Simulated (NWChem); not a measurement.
Program: NWChem. System: phosphine (H3P), charge 0, spin multiplicity 1, at a geometry optimised with PBE0/def2-SVP. Level: CCSD linear response/Sadlej pVTZ, 5 core orbitals frozen.

NWChem printed:

```
             Northwest Computational Chemistry Package (NWChem) 7.3.0
             --------------------------------------------------------

                                NWChem Input Module
                                -------------------

 Scaling coordinates for geometry "geometry" by  1.889725989
 (inverse scale =  0.529177249)

 Turning off AUTOSYM since
 SYMMETRY directive was detected!

                             Geometry "geometry" -> ""
                             -------------------------

 Output coordinates in angstroms (scale by  1.889725989 to convert to a.u.)

  No.       Tag          Charge          X              Y              Z
 ---- ---------------- ---------- -------------- -------------- --------------
    1 P                   15.0000    -0.13023500    -0.00335200     0.00000000
    2 H                    1.0000     0.66656500    -0.58098900     1.03566800
    3 H                    1.0000     0.66656500    -0.58098900    -1.03566800
    4 H                    1.0000     0.62039600     1.21226300     0.00000000

 Effective nuclear repulsion energy (a.u.)      17.4340881334

            Nuclear Dipole moment (a.u.)
            ----------------------------
        X                 Y               Z
 ---------------- ---------------- ----------------
     0.0000018897     0.0000094486     0.0000000000

      Symmetry information
      --------------------

 Group name             Cs
 Group number              2
 Group order               2
 No. of unique centers     3

      Symmetry unique atoms

     1    2    4


 Summary of "ao basis" -> "" (spherical)
 ------------------------------------------------------------------------------
       Tag                 Description            Shells   Functions and Types
 ---------------- ------------------------------  ------  ---------------------
 *                        sadlej_pvtz                 on all atoms

 Summary of "ao basis" -> "ao basis" (spherical)
 ------------------------------------------------------------------------------
       Tag                 Description            Shells   Functions and Types
 ---------------- ------------------------------  ------  ---------------------
 P                        sadlej pvtz               14       32   7s5p2d
 H                        sadlej pvtz                5        9   3s2p

                                 NWChem SCF Module
                                 -----------------
[...]
    6          0.0260033771538     0.2     0.2
    7          0.0117008973112     0.2     0.2
    8          0.0063001544350     0.2     0.2
    9          0.0036910677683     0.2     0.2
   10          0.0021661507026     0.2     0.2
   11          0.0002182788249     0.2     0.2
   12          0.0000845808405     0.2     0.2
   13          0.0000389270443     0.2     0.2
   14          0.0000191325137     0.2     0.2
   15          0.0000098259788     0.2     0.2
   16          0.0000024151549     0.2     0.2
   17          0.0000011223114     0.2     0.2
   18          0.0000006078529     0.2     0.2
 ---------------------------------------------
 Iterations converged

 Y   axis ( a'  symmetry)

 Frequency =       0.0000000 / au

 CCSD-LR iterations
 ---------------------------------------------
 Iter          Residuum            Cpu    Wall
 ---------------------------------------------
    1          0.9482834921445     0.2     0.2
    2          1.0817340263788     0.2     0.2
    3          0.4456986040501     0.2     0.2
    4          0.2235330467499     0.2     0.2
    5          0.1092632610510     0.2     0.2
    6          0.0215303674689     0.2     0.2
    7          0.0094542512849     0.2     0.2
    8          0.0051775010322     0.2     0.2
    9          0.0030305317533     0.2     0.2
   10          0.0017973188565     0.2     0.2
   11          0.0002219385852     0.2     0.2
   12          0.0000909716536     0.2     0.2
   13          0.0000450307262     0.2     0.2
   14          0.0000236774709     0.2     0.2
   15          0.0000128789415     0.2     0.2
   16          0.0000027187468     0.2     0.2
   17          0.0000012086658     0.3     0.3
   18          0.0000006630286     0.2     0.2
 ---------------------------------------------
 Iterations converged

 Z   axis ( a"  symmetry)

 Frequency =       0.0000000 / au

 CCSD-LR iterations
 ---------------------------------------------
 Iter          Residuum            Cpu    Wall
 ---------------------------------------------
    1          0.9482802945408     0.2     0.2
    2          1.0817321176638     0.2     0.2
    3          0.4456907895705     0.2     0.2
    4          0.2235225254503     0.2     0.2
    5          0.1092542007523     0.2     0.2
    6          0.0215219265863     0.2     0.2
    7          0.0094360413946     0.2     0.2
    8          0.0051732090850     0.2     0.2
    9          0.0030280872690     0.2     0.2
   10          0.0017960998652     0.2     0.2
   11          0.0002210086250     0.2     0.2
   12          0.0000910118508     0.2     0.2
   13          0.0000451460069     0.2     0.2
   14          0.0000237729052     0.2     0.2
   15          0.0000129452169     0.2     0.2
   16          0.0000027265479     0.2     0.2
   17          0.0000012082327     0.2     0.2
   18          0.0000006627387     0.2     0.2
 ---------------------------------------------
 Iterations converged

 CCSD-LR dipole moments / hartree & Debye
 --------------------------------
 X      -0.2265463     -0.5758277
 Y      -0.0058149     -0.0147802
 Z       0.0000000      0.0000000
 --------------------------------

 CCSD Linear Response polarizability / au
 Frequency  =       0.0000000 / au
 Wavelength =        Infinity / nm
 -------------------------------------------------------|-----------------------------------------------
                     atomic units (bohr^3)              |                   angstroms^3
                  X              Y              Z       |             X              Y              Z
 -------------------------------------------------------|-----------------------------------------------
 X           31.8532448      0.0391473     -0.0000000   |      4.7201649      0.0058010     -0.0000000
 Y            0.0391473     30.3332229     -0.0000000   |      0.0058010      4.4949209     -0.0000000
 Z           -0.0000000     -0.0000000     30.3321264   |     -0.0000000     -0.0000000      4.4947584
 -------------------------------------------------------|-----------------------------------------------
 Eigs =      31.8542524     30.3322154     30.3321264   |      4.7203142      4.4947716      4.4947584
 Isotropic   =              30.8395314                  |                     4.5699480
 Anisotropic =               1.5220815                  |                     0.2255493
 -------------------------------------------------------|-----------------------------------------------

 Task  times  cpu:       27.0s     wall:       27.0s

 Total times  cpu:       27.1s     wall:       27.1s
```

Question: Write an NWChem input that would produce this output.

Answer: Several could match; the one computed here: 
```
start mol
memory heap 100 mb stack 700 mb global 1900 mb
geometry units angstroms nocenter noautoz
  P     -0.130235    -0.003352     0.000000
  H      0.666565    -0.580989     1.035668
  H      0.666565    -0.580989    -1.035668
  H      0.620396     1.212263     0.000000
  symmetry group Cs
end
basis spherical
  * library sadlej_pvtz
end
scf
  rhf
  nopen 0
  maxiter 100
  thresh 1e-7
  semidirect memsize 60000000 filesize 0
end
tce
  freeze core 5
  ccsd
  thresh 1e-6
  tilesize 24
end
set tce:lineresp T
set tce:afreq 0.0
set tce:respaxis T T T
task tce energy
```
